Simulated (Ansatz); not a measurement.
Relaxation of BClH2 (4 atoms, charge 0, multiplicity 1), to a largest force component of 0.03 eV/Å in at most 50 steps.

All numbers below come from RKS r2SCANh-D4/def2-SVPD in Ansatz 0.2.0.

```xyz
4
Properties=species:S:1:pos:R:3:forces:R:3
B -0.286 0.000 -0.855 0.22 0.00 0.11
Cl 1.447 0.000 1.666 0.21 0.00 -0.90
H 1.761 0.000 0.365 -0.41 0.00 0.78
H -1.385 0.000 -0.289 -0.02 0.00 0.02
```

Problem. Where does it end, and by what steps?

Solution. The forces met the threshold. After 13 steps the energy has fallen by 4.897 eV; H3 moved furthest, 1.24 Å. Parted: Cl2–H3 (1.34 → 2.54 Å). Joined: B1–Cl2 (3.06 → 1.75 Å), B1–H3 (2.38 → 1.20 Å).

| step | energy less start (eV) | largest force component (eV/Å) | accepted |
| --- | --- | --- | --- |
| 0 | 0.0000 | 0.905 | yes |
| 1 | -0.0979 | 0.326 | yes |
| 2 | -0.2194 | 0.902 | yes |
| 3 | -0.3007 | 1.343 | yes |
| 4 | -0.3796 | 1.446 | yes |
| 5 | -0.4698 | 1.590 | yes |
| 6 | -1.0841 | 2.714 | yes |
| 7 | -2.1198 | 3.617 | yes |
| 8 | -3.3786 | 3.879 | yes |
| 9 | -4.3697 | 2.723 | yes |
| 10 | -4.8165 | 0.930 | yes |
| 11 | -4.8898 | 0.336 | yes |
| 12 | -4.8962 | 0.099 | yes |
| 13 | -4.8966 | 0.009 | yes |

```xyz
4
Properties=species:S:1:pos:R:3
B 0.342 0.000 0.070
Cl 0.807 0.000 1.754
H 1.214 0.000 -0.751
H -0.828 0.000 -0.186
```

Time of the run: 12 s on 2 threads of Arm Neoverse V2 (shared host), peak memory 0.12 GiB.
